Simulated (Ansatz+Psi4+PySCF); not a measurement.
**doublet N2H6(+) in separate pieces: levels of theory in one basis**

```xyz
8

N     0.1165    0.0000   -3.0000
H    -0.2718    0.9397   -3.0000
H    -0.2718   -0.4699   -2.1862
H    -0.2718   -0.4699   -3.8138
N    -0.1165    0.0000    3.0000
H     0.2833   -0.9675    3.0000
H     0.2718    0.4699    2.1862
H     0.2718    0.4699    3.8138
```

Basis set: cc-pVTZ (spherical functions). Correlated methods keep 2 orbitals frozen. Correlation on ROHF uses semicanonical orbitals with singles. Charge 1, multiplicity 2.

Computed with Ansatz (development build ahead of 0.2.0) and Psi4 1.11; each method stands on the lowest determinant of its kind that the runs found.

```json
{"method": "ROHF", "E − E(ROHF) (eV)": "0.00", "<S²> of the determinant": "0.75"}
{"method": "UHF", "E − E(ROHF) (eV)": "-0.11", "<S²> of the determinant": "0.76"}
{"method": "ROHF-MP2", "E − E(ROHF) (eV)": "-11.43", "<S²> of the determinant": "–"}
{"method": "UHF-MP2", "E − E(ROHF) (eV)": "-11.43", "<S²> of the determinant": "0.76"}
```

Caution for ROHF-MP2, UHF-MP2: MP2 on this radical cation hangs on the determinant chosen.
